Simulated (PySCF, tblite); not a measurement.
# A complex of hydrogen fluoride and dimethyl sulfide

A gas-phase complex of hydrogen fluoride and dimethyl sulfide; neutral, singlet. The structure comes from a short search (6 tight-binding starts) and was relaxed by PBE0-D3(BJ)/def2-SVPD; another way of binding may lie lower. No frequency run checks that it is a minimum.

```json
{"part": "1", "name": "hydrogen fluoride", "SMILES": "F", "atoms": "1–2", "charge": "0", "multiplicity": "1"}
{"part": "2", "name": "dimethyl sulfide", "SMILES": "CSC", "atoms": "3–11", "charge": "0", "multiplicity": "1"}
```

```xyz
11

F    -0.021   -0.369   -0.323
H    -0.945   -0.177   -0.417
C    -3.403   -1.112    0.795
S    -3.010   -0.034   -0.599
C    -3.192   -1.208   -1.958
H    -3.290   -0.517    1.709
H    -2.713   -1.966    0.838
H    -4.440   -1.469    0.726
H    -4.226   -1.575   -2.014
H    -2.953   -0.673   -2.885
H    -2.499   -2.053   -1.844
```
(Å; atoms numbered from 1)

```tsv
contact	kind (by geometry)	distance (Å)	angle (°)
H2···S4	hydrogen bond	2.079	172
```

Interaction energies are complex less parts, with the parts frozen as they stand in it; counterpoise-corrected, in kcal/mol (PySCF).

(1) Give the interaction energy at each level run.

(2) What holds them together? Decompose the wB97M-D3(BJ)/def2-TZVPD energy: frozen parts, their antisymmetrised product, then relaxation.

The parts were also relaxed and run alone, at the levels used for the complex: shieldings by PBE0/pcSseg-2; core levels by delta-SCF with SCAN, pcX-2 on the ionised atom and pcseg-1 elsewhere, spin-free X2C (2p3/2 is the spin-free 2p value less a third of a first-order spin-orbit splitting).

Values alone: F1–H2 bond (Å): 0.920; shielding of H2 (ppm): 29.19; shielding of S4 (ppm): 577.0; shielding of F1 (ppm): 410.9; F1 1s core level (eV): 694.12; C3 1s core level (eV): 291.27; S4 2p3/2 core level (eV): 169.16.

(3) What does binding change?

## Answers

(1) 
```tsv
level	interaction	superposition error removed
wB97M-D3(BJ)/def2-TZVPD	-8.52	-0.10
PBE0-D3(BJ)/def2-TZVPD	-9.84	-0.09
RI-MP2/def2-TZVPD	-7.60	-0.73
```

(2) electrostatic -12.9, Pauli repulsion +15.0, orbital relaxation -9.5, dispersion correction -1.2 kcal/mol, which sum to the value before the counterpoise correction; the Pauli term holds the exchange-correlation of the frozen density too. Of the attraction, 55 % is electrostatic, 40 % is orbital relaxation, 5 % is dispersion correction.

(3) 
```tsv
property	alone	in the complex	change
F1–H2 bond (Å)	0.920	0.948	+0.027
shielding of H2 (ppm)	29.19	24.02	-5.17
shielding of S4 (ppm)	577.0	577.7	+0.8
shielding of F1 (ppm)	410.9	380.6	-30.2
F1 1s core level (eV)	694.12	691.66	-2.45
C3 1s core level (eV)	291.27	291.77	+0.49
S4 2p3/2 core level (eV)	169.16	169.92	+0.76
```

The 5 runs behind this took 2.7 min in all, one thread each of Arm Neoverse V1 on a shared host, launched as `OMP_NUM_THREADS=1 python cluster_run.py task.json out`.
